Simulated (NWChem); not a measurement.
System: NO2, doublet; SMILES [O]N=O

Excerpt of the output:

```
             Northwest Computational Chemistry Package (NWChem) 7.3.0
             --------------------------------------------------------

 C2V symmetry detected

                             Geometry "geometry" -> ""
                             -------------------------

 Output coordinates in angstroms (scale by  1.889725989 to convert to a.u.)

  No.       Tag          Charge          X              Y              Z
 ---- ---------------- ---------- -------------- -------------- --------------
    1 O                    8.0000    -1.09292600     0.00000000    -0.13772591
    2 N                    7.0000     0.00000000     0.00000000     0.31480209
    3 O                    8.0000     1.09292600     0.00000000    -0.13772591

 Effective nuclear repulsion energy (a.u.)      65.5974495332

      Symmetry information
      --------------------

 Group name             C2v
 Group number             16
 Group order               4
 No. of unique centers     2

  pbe96 is a nonlocal functional; adding pw91lda local functional.

                                 NWChem DFT Module
                                 -----------------

 Summary of "ao basis" -> "ao basis" (spherical)
 ------------------------------------------------------------------------------
       Tag                 Description            Shells   Functions and Types
 ---------------- ------------------------------  ------  ---------------------
 O                         def2-svpd                 9       23   4s3p2d
 N                         def2-svpd                 8       20   4s2p2d

      Symmetry analysis of basis
      --------------------------

        a1         26
        a2          9
        b1         20
        b2         11

            General Information
            -------------------
          SCF calculation type: DFT
          Wavefunction type:  spin polarized.
          No. of atoms     :     3
          No. of electrons :    23
           Alpha electrons :    12
            Beta electrons :    11
          Charge           :     0
          Spin multiplicity:     2
          Use of symmetry is: off; symmetry adaption is: on
          Maximum number of iterations: 150
          AO basis - number of functions:    66
                     number of shells:    26
          Convergence on energy requested:  1.00D-06
          Convergence on density requested:  1.00D-05
          Convergence on gradient requested:  5.00D-04

              XC Information
              --------------
          PerdewBurkeErnzerhof Exchange Functional  1.000
            Perdew 1991 LDA Correlation Functional  1.000 local
           PerdewBurkeErnz. Correlation Functional  1.000 non-local

[...]

                                NWChem TDDFT Module
                                -------------------

            General Information
            -------------------
           No. of orbitals :     132
            Alpha orbitals :      66
             Beta orbitals :      66
        Alpha frozen cores :       0
         Beta frozen cores :       0
     Alpha frozen virtuals :       0
      Beta frozen virtuals :       0
         Spin multiplicity :       2
    Number of AO functions :      66
        Use of symmetry is : off
      Symmetry adaption is : on
         Schwarz screening :  0.10D-07

              XC Information
              --------------
   PerdewBurkeErnzerhof Exchange Functional   1.00
     Perdew 1991 LDA Correlation Functional   1.00 local
    PerdewBurkeErnz. Correlation Functional   1.00 non-local

             TDDFT Information
             -----------------
          Calculation type : Tamm-Dancoff TDDFT
         Wavefunction type : Unrestricted
          No. of electrons :      23
           Alpha electrons :      12
            Beta electrons :      11
              No. of roots :       6
          Max subspacesize :    5200
            Max iterations :     100
               Target root :       1
           Target symmetry : none
      Symmetry restriction : off
                 Algorithm : Optimal
        Davidson threshold :  0.10D-03

    6 smallest eigenvalue differences (eV)
--------------------------------------------------------
  No. Spin  Occ  Vir  Irrep   E(Occ)    E(Vir)   E(Diff)
--------------------------------------------------------
    1    1   12   13 b2       -0.235    -0.129     2.887
    2    2   11   12 b1       -0.315    -0.183     3.589
    3    2   10   12 a2       -0.345    -0.183     4.404
    4    2   11   13 a2       -0.315    -0.114     5.454
    5    1   11   13 a2       -0.338    -0.129     5.696
    6    1   10   13 b1       -0.352    -0.129     6.060
--------------------------------------------------------

  Entering Davidson iterations
  Unrestricted

  Iter   NTrls   NConv    DeltaV     DeltaE      Time
  ----  ------  ------  ---------  ---------  ---------
    1      6       0     0.40E+00   0.10+100        1.6
    2     12       0     0.13E+00   0.16E+00        1.7
    3     18       0     0.48E-01   0.20E-01        1.5
    4     24       3     0.25E-02   0.19E-02        1.7
    5     27       5     0.26E-03   0.45E-05        1.1
    6     28       6     0.29E-04   0.39E-07        0.7
  ----  ------  ------  ---------  ---------  ---------
  Convergence criterion met

  Ground state a1       -204.751918885546 a.u.
  <S2> =   0.7515

  ----------------------------------------------------------------------------
  Root   1         b2             0.107387542 a.u.                2.9222 eV
  <S2> =   0.7513
  ----------------------------------------------------------------------------
     Transition Moments    X -0.00000   Y  0.07738   Z -0.00000
     Dipole Oscillator Strength                    0.0004287056
     Electric Quadrupole                           0.0000000019
     Magnetic Dipole                               0.0000007981
     Total Oscillator Strength                     0.0004295056

[...]
```

Level: PBE/def2-SVPD, spin-unrestricted, TDA. In the optimisation the excess spin sits in a1 (C2v, its own frame). Geometry: optimised at PBE0/def2-SVP, spin-unrestricted. No stability test was run on the SCF state.

### Question
Which NWChem input produces such a log?

### Answer
One answer among several that fit: the input that was run:
```
start job
memory heap 200 mb stack 900 mb global 1100 mb
geometry units angstroms noautoz
  O     -1.092926     0.000000    -0.138541
  N      0.000000     0.000000     0.313987
  O      1.092926     0.000000    -0.138541
end
basis spherical
  * library def2-svpd
end
dft
  odft
  mult 2
  xc xpbe96 cpbe96
  iterations 150
end
tddft
  cis
  nroots 6
end
task tddft energy
```
